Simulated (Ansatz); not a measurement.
Born–Oppenheimer molecular dynamics of C3H7NO (12 atoms, charge 0, multiplicity 1). It goes on from the last frame of an earlier run, with new velocities.

Method: UKS B3LYP/STO-3G in Ansatz 0.2.0.

```yaml
ensemble: NVT, Langevin thermostat
time_step: 0.5 fs
steps_asked: 250
set_temperature: 300 K
friction: 0.02 /fs
seed: 495486
```

Frames 0.5 fs apart, positions in Å, forces in eV/Å.

Velocities at 30.0 fs (Å/ps):

```
N 1.78 6.83 2.03
C 1.12 -7.58 -5.93
O -5.31 3.45 -0.20
C 3.94 -6.39 2.97
C -12.07 -4.98 -0.87
H 28.35 0.75 4.68
H 37.41 19.74 -0.14
H -8.27 -9.27 31.80
H -2.51 -17.28 14.72
H 22.62 28.73 16.69
H -0.10 -20.74 5.36
H -4.48 -1.62 -25.30
```

```xyz
12
Properties=species:S:1:pos:R:3:forces:R:3 time_fs=30.0 energy_less_start_eV=-0.659 T=416
N -1.344 0.587 0.441 0.57 -0.53 0.29
C 0.038 -0.067 0.279 -0.98 2.77 3.16
O 0.615 0.088 1.656 0.04 0.68 -1.21
C 0.758 0.029 -1.065 -0.47 1.04 -1.53
C 0.265 -1.309 -0.490 -0.13 0.30 -0.81
H -1.864 0.521 -0.467 -0.06 -0.04 -0.82
H -1.843 -0.158 1.011 -0.23 0.17 0.21
H 0.325 1.086 1.879 0.26 -1.34 -0.60
H 1.852 0.189 -1.115 -0.50 0.05 0.06
H 0.146 0.486 -1.926 1.20 -0.75 1.37
H -0.620 -1.717 -0.936 -0.56 -0.98 -0.48
H 1.028 -1.946 -0.120 0.86 -1.35 0.36
12
Properties=species:S:1:pos:R:3:forces:R:3 time_fs=30.5 energy_less_start_eV=-0.647 T=382
N -1.343 0.590 0.442 1.14 -0.22 0.14
C 0.039 -0.071 0.277 -1.02 3.06 3.43
O 0.612 0.090 1.656 0.17 0.37 -1.16
C 0.760 0.026 -1.063 -0.62 1.01 -1.43
C 0.259 -1.311 -0.490 -0.01 0.26 -0.88
H -1.851 0.523 -0.466 -0.30 -0.07 -1.02
H -1.826 -0.148 1.011 -0.59 -0.20 0.48
H 0.321 1.079 1.893 0.18 -1.19 -0.71
H 1.849 0.180 -1.108 -0.27 0.06 0.05
H 0.159 0.500 -1.916 1.08 -0.77 1.22
H -0.621 -1.728 -0.933 -0.64 -0.95 -0.52
H 1.027 -1.948 -0.133 0.89 -1.36 0.41
12
Properties=species:S:1:pos:R:3:forces:R:3 time_fs=31.0 energy_less_start_eV=-0.640 T=379
N -1.341 0.592 0.443 1.59 0.10 -0.11
C 0.039 -0.074 0.275 -1.02 3.27 3.64
O 0.610 0.092 1.656 0.32 -0.02 -1.15
C 0.762 0.023 -1.062 -0.78 0.91 -1.21
C 0.253 -1.314 -0.491 0.09 0.14 -0.94
H -1.841 0.526 -0.465 -0.46 -0.09 -1.10
H -1.811 -0.138 1.012 -0.92 -0.56 0.73
H 0.317 1.071 1.906 0.07 -0.94 -0.78
H 1.845 0.172 -1.099 0.01 0.08 0.04
H 0.173 0.513 -1.903 0.91 -0.73 0.99
H -0.625 -1.740 -0.932 -0.63 -0.86 -0.52
H 1.026 -1.954 -0.145 0.83 -1.29 0.41
12
Properties=species:S:1:pos:R:3:forces:R:3 time_fs=31.5 energy_less_start_eV=-0.638 T=408
N -1.340 0.595 0.445 1.89 0.37 -0.40
C 0.038 -0.077 0.273 -0.99 3.40 3.80
O 0.608 0.094 1.656 0.50 -0.50 -1.19
C 0.764 0.019 -1.062 -0.88 0.79 -0.93
C 0.247 -1.317 -0.492 0.17 -0.06 -0.99
H -1.833 0.529 -0.467 -0.54 -0.11 -1.07
H -1.800 -0.128 1.016 -1.18 -0.84 0.92
H 0.315 1.060 1.917 -0.07 -0.58 -0.80
H 1.842 0.163 -1.090 0.28 0.09 0.03
H 0.190 0.525 -1.888 0.69 -0.64 0.69
H -0.630 -1.753 -0.932 -0.55 -0.75 -0.48
H 1.026 -1.962 -0.157 0.70 -1.16 0.40
12
Properties=species:S:1:pos:R:3:forces:R:3 time_fs=32.0 energy_less_start_eV=-0.643 T=418
N -1.337 0.598 0.446 2.00 0.51 -0.68
C 0.037 -0.079 0.272 -0.93 3.44 3.92
O 0.606 0.096 1.655 0.70 -1.07 -1.27
C 0.765 0.015 -1.061 -0.83 0.62 -0.56
C 0.241 -1.320 -0.494 0.27 -0.32 -1.01
H -1.826 0.534 -0.470 -0.56 -0.14 -0.91
H -1.792 -0.120 1.022 -1.33 -0.98 0.98
H 0.313 1.048 1.925 -0.25 -0.11 -0.75
H 1.839 0.153 -1.081 0.48 0.09 0.04
H 0.210 0.536 -1.873 0.39 -0.50 0.31
H -0.636 -1.767 -0.931 -0.44 -0.60 -0.42
H 1.027 -1.972 -0.169 0.50 -0.95 0.35
12
Properties=species:S:1:pos:R:3:forces:R:3 time_fs=32.5 energy_less_start_eV=-0.649 T=395
N -1.335 0.600 0.447 1.93 0.53 -0.94
C 0.036 -0.080 0.272 -0.85 3.38 3.96
O 0.604 0.098 1.655 0.89 -1.62 -1.38
C 0.766 0.011 -1.061 -0.66 0.41 -0.10
C 0.236 -1.323 -0.495 0.41 -0.61 -1.00
H -1.821 0.539 -0.476 -0.51 -0.16 -0.64
H -1.788 -0.114 1.029 -1.37 -0.98 0.92
H 0.309 1.036 1.930 -0.42 0.38 -0.67
H 1.839 0.142 -1.072 0.60 0.08 0.05
H 0.233 0.548 -1.856 0.05 -0.30 -0.14
H -0.641 -1.783 -0.931 -0.31 -0.43 -0.35
H 1.030 -1.985 -0.181 0.24 -0.68 0.29
12
Properties=species:S:1:pos:R:3:forces:R:3 time_fs=33.0 energy_less_start_eV=-0.653 T=401
N -1.333 0.602 0.449 1.67 0.39 -1.08
C 0.035 -0.081 0.273 -0.74 3.24 3.90
O 0.603 0.099 1.655 1.07 -2.06 -1.46
C 0.767 0.007 -1.061 -0.43 0.18 0.38
C 0.231 -1.327 -0.496 0.49 -0.89 -1.02
H -1.819 0.543 -0.483 -0.42 -0.18 -0.31
H -1.786 -0.112 1.039 -1.28 -0.80 0.71
H 0.304 1.024 1.934 -0.57 0.79 -0.58
H 1.839 0.133 -1.064 0.65 0.06 0.06
H 0.254 0.559 -1.841 -0.28 -0.08 -0.58
H -0.647 -1.800 -0.931 -0.17 -0.25 -0.27
H 1.032 -1.999 -0.194 0.01 -0.41 0.25
12
Properties=species:S:1:pos:R:3:forces:R:3 time_fs=33.5 energy_less_start_eV=-0.653 T=381
N -1.330 0.604 0.450 1.27 0.12 -1.06
C 0.033 -0.081 0.274 -0.59 3.00 3.77
O 0.601 0.099 1.654 1.21 -2.40 -1.51
C 0.768 0.003 -1.062 -0.20 -0.03 0.82
C 0.226 -1.331 -0.497 0.47 -1.12 -1.07
H -1.817 0.546 -0.489 -0.32 -0.19 -0.01
H -1.788 -0.112 1.051 -1.07 -0.45 0.36
H 0.297 1.015 1.937 -0.68 1.11 -0.49
H 1.842 0.124 -1.057 0.63 0.03 0.08
H 0.274 0.570 -1.827 -0.56 0.13 -0.96
H -0.654 -1.817 -0.932 0.03 -0.03 -0.16
H 1.032 -2.015 -0.208 -0.19 -0.17 0.23
12
Properties=species:S:1:pos:R:3:forces:R:3 time_fs=34.0 energy_less_start_eV=-0.651 T=376
N -1.327 0.606 0.451 0.80 -0.19 -0.96
C 0.031 -0.080 0.276 -0.43 2.68 3.58
O 0.600 0.100 1.653 1.32 -2.57 -1.50
C 0.769 -0.001 -1.062 -0.04 -0.17 1.12
C 0.222 -1.335 -0.498 0.43 -1.28 -1.10
H -1.816 0.548 -0.495 -0.22 -0.21 0.26
H -1.794 -0.114 1.065 -0.79 -0.05 -0.04
H 0.289 1.008 1.939 -0.75 1.30 -0.42
H 1.845 0.113 -1.052 0.56 0.00 0.10
H 0.291 0.582 -1.816 -0.74 0.26 -1.21
H -0.661 -1.833 -0.934 0.21 0.18 -0.07
H 1.031 -2.031 -0.221 -0.36 0.06 0.22
12
Properties=species:S:1:pos:R:3:forces:R:3 time_fs=34.5 energy_less_start_eV=-0.647 T=369
N -1.324 0.607 0.451 0.30 -0.50 -0.82
C 0.029 -0.079 0.279 -0.24 2.32 3.34
O 0.599 0.101 1.652 1.36 -2.55 -1.44
C 0.771 -0.004 -1.061 0.15 -0.23 1.30
C 0.218 -1.340 -0.500 0.37 -1.37 -1.11
H -1.816 0.549 -0.501 -0.12 -0.22 0.52
H -1.802 -0.115 1.079 -0.49 0.35 -0.45
H 0.279 1.005 1.940 -0.76 1.30 -0.40
H 1.851 0.101 -1.047 0.39 -0.02 0.12
H 0.307 0.594 -1.809 -0.82 0.30 -1.32
H -0.667 -1.846 -0.936 0.36 0.36 0.02
H 1.029 -2.048 -0.236 -0.48 0.26 0.23
12
Properties=species:S:1:pos:R:3:forces:R:3 time_fs=35.0 energy_less_start_eV=-0.640 T=353
N -1.321 0.609 0.452 -0.18 -0.78 -0.67
C 0.027 -0.077 0.282 -0.05 1.94 3.07
O 0.598 0.101 1.650 1.33 -2.36 -1.31
C 0.772 -0.009 -1.061 0.28 -0.15 1.32
C 0.215 -1.345 -0.502 0.33 -1.38 -1.10
H -1.816 0.550 -0.505 -0.03 -0.23 0.74
H -1.810 -0.117 1.093 -0.20 0.72 -0.83
H 0.267 1.004 1.940 -0.70 1.15 -0.40
H 1.858 0.090 -1.044 0.18 -0.04 0.14
H 0.321 0.606 -1.806 -0.82 0.23 -1.29
H -0.672 -1.857 -0.939 0.44 0.49 0.07
H 1.027 -2.063 -0.251 -0.57 0.42 0.26
12
Properties=species:S:1:pos:R:3:forces:R:3 time_fs=35.5 energy_less_start_eV=-0.636 T=339
N -1.319 0.610 0.454 -0.60 -0.97 -0.56
C 0.024 -0.075 0.285 0.15 1.52 2.75
O 0.598 0.102 1.649 1.25 -2.01 -1.13
C 0.773 -0.013 -1.060 0.31 0.03 1.20
C 0.212 -1.349 -0.505 0.30 -1.35 -1.05
H -1.816 0.551 -0.508 0.04 -0.22 0.90
H -1.817 -0.117 1.106 0.03 0.99 -1.13
H 0.254 1.006 1.937 -0.58 0.85 -0.44
H 1.865 0.079 -1.041 -0.01 -0.05 0.17
H 0.332 0.618 -1.806 -0.74 0.06 -1.12
H -0.676 -1.867 -0.941 0.48 0.59 0.10
H 1.025 -2.077 -0.267 -0.64 0.54 0.30
```

Of the whole run (125 fs, mean temperature of the second half 330 K): A run of 0.12 ps of so small a system gives no equilibrium averages. Limits of this set-up: minimal basis.

The run took 21 min on 1 thread of Arm Neoverse N1, with other jobs on the host, peak memory 0.12 GiB.
